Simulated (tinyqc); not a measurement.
A ladder of methods, and size consistency: correlation methods against full CI in the sto-3g basis, for NH3, spin multiplicity 1. Computed by the program tinyqc with PySCF. All electrons correlated; +Q is the Davidson correction (1 - c0^2) E_corr. The last columns treat two copies 100 angstrom apart as one system. FCI is the lowest singlet.

Geometry (angstrom):

| atom | x | y | z |
|---|---|---|---|
| N | 0.0000 | 0.0000 | 0.1240 |
| H | 1.0100 | 0.0000 | 0.0000 |
| H | -0.5050 | 0.8750 | 0.0000 |
| H | -0.5050 | -0.8750 | 0.0000 |

RHF energy of one = -55.440224 hartree

Correlation energies (hartree):

| method | E_corr of one | share of FCI (%) | E_corr of two at 100 angstrom | two minus twice one (mhartree) |
|---|---|---|---|---|
| MP2 | -0.04447 | 72.451 | -0.08895 | 0.000 |
| CISD | -0.05989 | 97.560 | -0.11642 | 3.361 |
| CISD+Q | -0.06167 | 100.460 | -0.12276 | 0.572 |
| CCSD | -0.06104 | 99.431 | -0.12207 | 0.000 |
| CCSD(T) | -0.06126 | 99.793 | -0.12252 | 0.000 |
| FCI | -0.06139 | 100.000 | - | - |

What does the comparison show, and why?

MP2 recovers 72 %, CISD 97.6 % and CCSD 99.4 % of the FCI value (c0^2 = 0.970 in CISD). MP2 and coupled cluster are size consistent, so their last column vanishes; CISD loses 3.36 mhartree, since a double excitation on each copy is a quadruple of the pair, and the Davidson correction leaves +0.57.
